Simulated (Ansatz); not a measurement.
Input file:

```yaml
crystal:
  periodic: [false, false, false]
  atoms:
    - {symbol: H, position_ang: [-1.852809, 0.059434, 0.000000]}
    - {symbol: H, position_ang: [-0.906809, 0.059434, 0.000000]}
    - {symbol: N, position_ang: [0.167191, 0.059434, 0.000000]}
    - {symbol: H, position_ang: [0.436273, -0.944792, 0.000000]}
basis:
  gaussian: {orbitals: 6-31G}
magnetization: {spin_polarized: false, initial_magnetization: 2}
correlation: {method: ccsdtq, electrons: outside_noble_gas}
```

```sh
$ ansatz run in.yaml --threads 1 --pin off --events-out ev --progress --plain --max-ram 2393MiB
```

Task: Roughly how long does this take on 1 thread of Arm Neoverse V1, shared host, and how much host memory?

Result: 11 s wall and 0.15 GiB.

```
336 factors; integrals over basis functions are off by at most 5.8e-8 eV
mean field evaluation 1: about -1523.0460 eV, gradient 1.2e1 eV
mean field evaluation 2: about -1523.0460 eV, gradient 1.2e1 eV
mean field evaluation 4: about -1523.5355 eV, gradient 2.4e0 eV
mean field evaluation 8: about -1523.5750 eV, gradient 6.7e-2 eV
mean field evaluation 16: about -1523.5570 eV, gradient 7.5e-1 eV
mean field evaluation 32: about -1519.2261 eV, gradient 6.3e0 eV
mean field -1523.57503468 eV, -55.9903498082 hartree, gradient 4.4e-6 eV, S^2 2.000000; 1 other end points of the search recorded, 0 dependent functions left out
mean field evaluation 64: about -1523.8868 eV, gradient 5.7e-1 eV
determinant -1523.57503468 eV, -55.9903498082 hartree, with singles and doubles -1526.77028304 eV, -56.1077730195 hartree
determinant -1521.31227376 eV, -55.9071948783 hartree, with singles and doubles -1524.34628983 eV, -56.0186929121 hartree
1 core orbitals not correlated: weight in the atoms' cores, before any rotation towards them, 1.000 or more for the frozen orbitals, at most 0.000 for the correlated occupied ones
reference -1523.57503468 eV, -55.9903498082 hartree; 5, 3 occupied and 9, 11 virtual orbitals, 336 factors
second order -2.57447057 eV of doubles, -0.15597812 eV of singles
cycle   1  -3.01958828 eV  change   -2.8e-1 eV  update   4.7e-2
cycle   2  -3.21595038 eV  change   -2.0e-1 eV  update   2.2e-2
cycle   3  -3.24285862 eV  change   -2.7e-2 eV  update   1.2e-2
cycle   4  -3.24104665 eV  change    1.8e-3 eV  update   6.5e-3
cycle   5  -3.24503126 eV  change   -4.0e-3 eV  update   2.7e-3
cycle   6  -3.24485701 eV  change    1.7e-4 eV  update   1.2e-3
cycle   7  -3.24434526 eV  change    5.1e-4 eV  update   4.7e-4
cycle   8  -3.24449382 eV  change   -1.5e-4 eV  update   2.3e-4
cycle   9  -3.24450838 eV  change   -1.5e-5 eV  update   6.8e-5
cycle  10  -3.24447157 eV  change    3.7e-5 eV  update   3.3e-5
cycle  11  -3.24448383 eV  change   -1.2e-5 eV  update   1.6e-5
cycle  12  -3.24448459 eV  change   -7.6e-7 eV  update   6.9e-6
cycle  13  -3.24449020 eV  change   -5.6e-6 eV  update   3.2e-6
cycle  14  -3.24449130 eV  change   -1.1e-6 eV  update   1.5e-6
cycle  15  -3.24449064 eV  change    6.6e-7 eV  update   7.4e-7
Total energy: -1526.81952532 eV, -56.1095826401 hartree
```

For the same geometry and basis full CI lies 0.2 meV lower.
